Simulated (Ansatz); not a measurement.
**CH5B (triplet): from Hartree-Fock to the top rungs at distance B1–H4 along a hydrogen transfer = 1.326 Å, cc-pVDZ**

Aim: climb from Hartree-Fock through coupled cluster and multireference methods for CH5B (triplet) at one geometry and basis, and see what each rung misses.

The runs use Ansatz 0.2.0, Gaussian basis; cc-pVDZ, core rule «outside noble gas», up to 2 orbitals frozen.

The runs, in order: UHF; CCSD(T) on ROHF; CCSD(T) on UHF; BCCD(T) on ROHF; CISD; CCSDT(Q) on ROHF; CCSDT(Q) on UHF; CASSCF and NEVPT2, 4 electrons in 4 orbitals.

10 further runs of the same task are left out: 2 for a mislabelled method, 7 that didn't finish, 1 set aside as unsound or not needed.

**1. The system**

The geometry derives from fragments relaxed apart (PBE0/def2-TZVP) and kept rigid, so it is no stationary point. A hydrogen atom is moved between rigid fragments.

7 atoms, charge 0, spin multiplicity 3.

Atoms are counted from 1 here; the program's logs count them from 0.

Bond lengths: B1–H2 1.193 Å, B1–H3 1.193 Å, B1–H4 1.326 Å, H4–C5 1.266 Å, C5–H6 1.079 Å, C5–H7 1.079 Å. Angles: H2–B1–H3 120.0°, H2–B1–H4 120.0°, H3–B1–H4 120.0°, B1–H4–C5 180.0°, H4–C5–H6 112.6°, H4–C5–H7 112.6°, H6–C5–H7 134.8°.

Geometry (Å):

```
B    -1.33970    0.00000    0.00000
H    -1.93644    1.03357    0.00000
H    -1.93644   -1.03357    0.00000
H    -0.01370    0.00000    0.00000
C     1.25230    0.00000    0.00000
H     1.66677    0.00000    0.99616
H     1.66677    0.00000   -0.99616
```

**2. UHF**

File in.yaml:

```yaml
crystal:
  periodic: [false, false, false]
  atoms:
    - {symbol: B, position_ang: [-1.339703, 0.000000, 0.000000]}
    - {symbol: H, position_ang: [-1.936436, 1.033571, 0.000000]}
    - {symbol: H, position_ang: [-1.936436, -1.033571, 0.000000]}
    - {symbol: H, position_ang: [-0.013703, 0.000000, 0.000000]}
    - {symbol: C, position_ang: [1.252297, 0.000000, 0.000000]}
    - {symbol: H, position_ang: [1.666765, 0.000000, 0.996161]}
    - {symbol: H, position_ang: [1.666765, 0.000000, -0.996161]}
basis:
  gaussian: {orbitals: cc-pVDZ}
magnetization: {spin_polarized: true, initial_magnetization: 2}
hamiltonian: {xc: hf}
output: {orbitals: {seedname: orbitals}}
```

Launch:

```sh
ansatz run in.yaml --threads 1 --pin off --events-out ev --progress --plain --max-ram 2393MiB
```

After this run come: CCSD(T) on ROHF; CCSD(T) on UHF; BCCD(T) on ROHF; CISD; CCSDT(Q) on ROHF; CCSDT(Q) on UHF; CASSCF and NEVPT2, 4 electrons in 4 orbitals.

Before running them: what should the planned runs give, taken together? Wanted: UCCSDT(Q) below the RHF energy; RMP2 from UCCSDT(Q); UMP2 from UCCSDT(Q); RCCSD from UCCSDT(Q); RCCSD(T) from UCCSDT(Q); UCCSD(T) from UCCSDT(Q); RCCSDT(Q) from UCCSDT(Q); T1 diagnostic.

**Answer**, as computed:

| quantity | value |
| --- | --- |
| UCCSDT(Q) below the RHF energy | -7.2327 eV |
| RMP2 from UCCSDT(Q) | +1302.6 meV |
| UMP2 from UCCSDT(Q) | +1356.4 meV |
| RCCSD from UCCSDT(Q) | +174.7 meV |
| RCCSD(T) from UCCSDT(Q) | +31.4 meV |
| UCCSD(T) from UCCSDT(Q) | +32.2 meV |
| RCCSDT(Q) from UCCSDT(Q) | +0.7 meV |
| levels within 1 kcal/mol (43 meV) | RCCSD(T), UCCSD(T), BCCD(T), RCCSDT, UCCSDT, RCCSDT(Q) |
| T1 diagnostic | 0.019 |

**Reading.** RCCSD(T) lands +31.4 meV from the yardstick (0.4 % of the correlation energy). These misses are within one basis, not against nature; the frozen cores of restricted and unrestricted runs differ, which can shift their rows.
